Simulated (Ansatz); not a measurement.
System (SMILES): [CH2]F (CH2-F), doublet.
Atoms: C1, F2, H3, H4. Bonds: C1-F2, C1-H3, C1-H4.

Basis-set convergence of the harmonic zero-point energy at HF with Ansatz (a first-principles code). Each level at its own minimum, finite differences of forces, unscaled; the reference is a large set that could be run, not a limit. Cartesian d functions, on some or all atoms, in 6-31G*, 6-31G**; all else is spherical. The program fits the integrals of some runs and decomposes those of others, by size. Core-valence sets carry the plain set on hydrogen. Open shells are unrestricted. No added dispersion term, no relativity. Reference: the value in aug-pcseg-2, 16.58 kcal/mol, itself unsure by roughly 0.03 kcal/mol (its mean distance from aug-cc-pVTZ, def2-TZVPPD).

```csv
basis,functions,harmonic zero-point energy (kcal/mol)
3-21G,22,16.51
6-31G,22,16.47
pcseg-0,22,16.52
def2-SV(P),32,[?]
6-31G*,34,[?]
6-31G**,40,[?]
6-311G**,48,16.59
aug-cc-pVDZ,64,16.48
aug-pcseg-1,64,[?]
"6-311++G(2d,2p)",74,16.54
def2-TZVP,74,16.58
cc-pVTZ,88,16.56
pcseg-2,88,16.60
def2-TZVPP,90,16.57
jun-cc-pV(T+d)Z,106,16.54
cc-pCVTZ,114,16.56
aug-cc-pVTZ,138,16.55
aug-pcseg-2,138,16.58
```

Question: Complete the blanks.

Answer: 
- def2-SV(P), harmonic zero-point energy (kcal/mol): 16.80
- 6-31G*, harmonic zero-point energy (kcal/mol): 16.87
- 6-31G**, harmonic zero-point energy (kcal/mol): 16.74
- aug-pcseg-1, harmonic zero-point energy (kcal/mol): 16.65
